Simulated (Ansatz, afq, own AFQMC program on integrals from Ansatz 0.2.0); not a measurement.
## Si, triplet → Si⁺, doublet

A free Si atom.

E(doublet, charge +1) − E(triplet, charge +0) at this geometry, on UHF and UHF determinants.

Basis 6-31G. Noble-gas cores (and the filled d shells of Ga–Kr and In–Xe) are frozen. AFQMC by an in-house program on the Cholesky factors that Ansatz 0.2.0 writes for its CCSD(T) run. The CISD trial takes its coefficients from CCSD amplitudes. Released means that phaseless walkers are propagated on without the constraint, phases kept. Free AFQMC starts from the CCSD state and is never constrained. Its projection time is finite, and what remains of the start isn't in its error. Error bars are statistical, one sigma. The errors of all members are added in quadrature.

Full CI on the same integrals is exact in this basis and with this determinant's frozen core.

Errors are counted within 6-31G, not against nature.

Reference (full CI): 720.8 kJ/mol.

```tsv
level	vertical ionization energy (kJ/mol)	error against FCI (kJ/mol)
HF	738.8	17.9
MP2	730.3	9.5
CCSD	720.6	-0.3
CCSD(T)	720.7	-0.1
ph-AFQMC/HF	722.9 ± 1.5	2.1 ± 1.5
ph-AFQMC/CISD	720.8 ± 0.01	0.0 ± 0.01
released AFQMC	720.8 ± 0.01	0.0 ± 0.01
free AFQMC	720.8 ± 0.01	0.0 ± 0.01
```

Correlation beyond CCSD(T) changes it by less than 2 meV. The perturbative (T) step is worth +0.2 kJ/mol.

Free projections are given only where their last times agree within the noise and don't stop above the reference; a slow remainder of the start can still hide under it. A walk keeps the symmetry of its determinant, which the program's search chose and which needn't be the lowest solution, so a lower state of the same spin and another symmetry isn't excluded. Released energies are given only where the last usable release times agree within the noise; a slower fall can still hide under it.
